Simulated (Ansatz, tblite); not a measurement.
Removing an electron: B(H2O)H3 (BOH₅). Total charge 0; singlet. Geometry: r2SCAN-D4/def2-TZVP. Ansatz, gas phase; energy differences of separate SCF runs; the oxidised species was run as a doublet alone.

```xyz
7

B     0.105    0.315   -0.642
O     0.194   -0.455    0.883
H    -0.333   -1.264    0.834
H    -0.240    0.120    1.527
H     0.744    1.314   -0.446
H    -1.083    0.478   -0.798
H     0.612   -0.508   -1.357
```

The xTB rows come from tblite. Correlated methods freeze 2 core orbitals.

| level | −HOMO (eV) | vertical IE (eV) | −LUMO (eV) | HOMO–LUMO gap (eV) |
| --- | --- | --- | --- | --- |
| GFN2-xTB | 10.27 | 14.02 | 1.76 | 8.52 |
| HF/def2-TZVPP | – | 10.47 | – | – |
| PBE-D4/def2-TZVP | 6.76 | 10.70 | 1.32 | 5.44 |
| CCSD/def2-TZVPP | – | 11.25 | – | – |
| CCSD(T)/def2-TZVPP | – | 11.25 | – | – |

Problem. Estimate the rows for GFN1-xTB, r2SCAN-D4/def2-TZVP, PBE0-D4/def2-TZVP, MP2/def2-TZVPP.

Solution. 
```json
{"level": "GFN1-xTB", "−HOMO (eV)": "11.20", "vertical IE (eV)": "15.19", "−LUMO (eV)": "5.48", "HOMO–LUMO gap (eV)": "5.72"}
{"level": "r2SCAN-D4/def2-TZVP", "−HOMO (eV)": "7.09", "vertical IE (eV)": "10.80", "−LUMO (eV)": "0.54", "HOMO–LUMO gap (eV)": "6.55"}
{"level": "PBE0-D4/def2-TZVP", "−HOMO (eV)": "8.19", "vertical IE (eV)": "10.94", "−LUMO (eV)": "0.37", "HOMO–LUMO gap (eV)": "7.82"}
{"level": "MP2/def2-TZVPP", "−HOMO (eV)": "–", "vertical IE (eV)": "11.25", "−LUMO (eV)": "–", "HOMO–LUMO gap (eV)": "–"}
```

  Raw xTB energy differences between charge states are shifted by several eV; the methods need an empirical correction for them.
